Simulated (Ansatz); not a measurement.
# CH6SSi: the cost of one run

Computed with Ansatz 0.2.0, Gaussian basis. Level: PBE0-D4, def2-SVP first, then def2-TZVP.

91 further runs of the same task are left out: 1 that didn't finish, 90 set aside as unsound or not needed.

## 1. The system as given

The guess: 9 atoms, charge 0, spin multiplicity 1.

Atoms are counted from 1 here; the program's logs count them from 0.

Bond lengths: Si1–C3 1.862 Å, Si1–H5 1.456 Å, Si1–H6 1.461 Å, S2–H7 1.325 Å, C3–H8 1.087 Å, C3–H9 1.084 Å. Angles: C3–Si1–H5 122.2°, C3–Si1–H6 123.9°, H5–Si1–H6 111.1°, Si1–C3–H8 116.8°, Si1–C3–H9 116.3°, H8–C3–H9 109.6°.

Geometry (Å):

```
Si   -0.7319    0.6767    0.2968
S     0.8607    0.6349   -1.6575
C    -0.1018   -1.0663    0.4761
H     0.6627   -0.8577   -0.6649
H    -2.0141    0.9781   -0.3249
H    -0.2622    1.8001    1.1033
H     1.9090    0.9695   -0.9186
H     0.5091   -1.2793    1.3494
H    -0.8314   -1.8561    0.3404
```

Distances that are to change: S2–H4 1.80 Å, Si1–S2 2.52 Å, C3–H4 1.39 Å.

## 2. Relaxing the guess with the reacting distances held

hold/in.yaml reads:

```yaml
crystal:
  periodic: [false, false, false]
  atoms:
    - {symbol: Si, position_ang: [-0.731900, 0.676700, 0.296800]}
    - {symbol: S, position_ang: [0.860700, 0.634900, -1.657500]}
    - {symbol: C, position_ang: [-0.101800, -1.066300, 0.476100]}
    - {symbol: H, position_ang: [0.662700, -0.857700, -0.664900]}
    - {symbol: H, position_ang: [-2.014100, 0.978100, -0.324900]}
    - {symbol: H, position_ang: [-0.262200, 1.800100, 1.103300]}
    - {symbol: H, position_ang: [1.909000, 0.969500, -0.918600]}
    - {symbol: H, position_ang: [0.509100, -1.279300, 1.349400]}
    - {symbol: H, position_ang: [-0.831400, -1.856100, 0.340400]}
basis:
  gaussian: {orbitals: def2-SVP}
hamiltonian: {xc: pbe0, dispersion: d4}
relax: {f_tol: 0.08, max_steps: 120, escape_saddle: false, constraints: [{distance: [1, 3]}, {distance: [0, 1]}, {distance: [2, 3]}]}
```

The run is started by

```bash
> ansatz run in.yaml --threads 2 --pin off --events-out ev --progress --plain --max-ram 4352MiB
```

**Question.** How long does this run take on 2 threads of AMD EPYC 9R14, shared host?

About 7.5 s.
